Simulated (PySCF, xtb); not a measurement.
COS, SMILES S=C=O.

GFN2-xTB run with xtb 6.7.1 at its own geometry gives an orbital gap of 4.63 eV and a dipole moment of 0.26 D.

The structure is a stationary point at B3LYP-D3(BJ)/def2-TZVP.

### Question
What does HF/def2-TZVPD in PySCF give? (An estimate is asked for; the answer gives what the named calculation found.)

### Answer
gap 12.78 eV (levels -11.45 and 1.33 eV), dipole 0.78 D.
